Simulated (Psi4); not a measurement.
Pair of molecules, SMILES N with SMILES N (the first has 4 atoms); geometry from A24 set.
(charge 0, multiplicity 1):
```xyz
8

N     -0.050    -1.587     0.000
H      0.123    -2.168     0.811
H      0.123    -2.168    -0.811
H      0.660    -0.862     0.000
N      0.050     1.587     0.000
H     -0.123     2.168     0.811
H     -0.660     0.862     0.000
H     -0.123     2.168    -0.811
```

These are SAPT0/jun-cc-pV(D+d)Z run with Psi4 values and carry that method's errors.

Task: Which attractive term is largest, and how does the interaction split up?

Result: electrostatics -218.5, exchange 177.7, induction -32.4, dispersion -49.6, total -122.8 meV; the largest attraction is electrostatics.
